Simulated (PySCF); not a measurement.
Gas-phase reaction: SiH2(NH2)2 = H2SiNH + H + NH2

Computed with PySCF (xtb for GFN2) and rigid-rotor harmonic-oscillator thermochemistry at 1 bar. † marks an energy on the PBE0/def2-TZVP geometry and frequencies; other levels use their own. MP2 freezes the core. Open shells (unrestricted): H (multiplicity 2), NH2 (multiplicity 2); the rest are closed-shell singlets. GFN2 has no spin-polarisation term. SiH2(NH2)2, H2SiNH: computed as isolated molecules; such fragments, hydroxides, amides, oligomers or adducts are transient or little studied in the gas. MP2 isn't extrapolated to the basis-set limit.

GFN2-xTB gives ΔH°(298 K) = 716 kJ.

What do r2SCAN/def2-TZVP†, PBE/def2-TZVP†, MP2/def2-TZVPP† give?

r2SCAN/def2-TZVP†: 701 kJ; PBE/def2-TZVP†: 688 kJ; MP2/def2-TZVPP†: 719 kJ. For scale, ΔH°(298 K) is 716 kJ at this level, 724 kJ at ωB97M-V/def2-TZVP†, and runs from 594 to 798 kJ over the 20 levels computed († marks an energy on the PBE0/def2-TZVP geometry).
